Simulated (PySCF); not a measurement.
# CH3B (CH2BH): the cost of one run

Programs: PySCF 2.14.0, with density-fitted response routines of our own. Each step states its level of theory. These are calculated values for one molecule in the gas phase, unless marked as measured. Atoms count from 0, in the outputs and in this text.

## Step 1: The starting structure

5 atoms, charge 0, multiplicity 1; geometry from: GFN2-xTB. The atoms were then displaced at random by about 0.01 Å, so the start is not that level's minimum.

Bonds of the start (Å): B0–C1 1.41, B0–H2 1.11, C1–H3 1.05, C1–H4 1.08.

## Step 2: Relaxing the molecule at PBE0-D3(BJ)/def2-SVP

Job settings and geometry (Å):

```
{"job": {"xc": "PBE0", "basis": "def2-SVP", "d3": "d3bj", "grid": 1, "shake": 0.01, "kind": "geom"}, "charge": 0, "multiplicity": 1}
B      0.861210    -0.099150    -0.021080
C     -0.537380     0.042640     0.008430
H      1.963220    -0.174920    -0.063800
H     -1.189140    -0.773720    -0.099840
H     -1.064350     0.971180     0.138400
```

Run with:

```console
OMP_NUM_THREADS=1 python probes_run.py task.json out
```

This one command runs all jobs of the session in turn.

**Question.** How long does this first job take on 1 thread of Arm Neoverse V2, shared host, and how much memory does it need?

About 2.2 s, with a peak of 0.26 GiB.
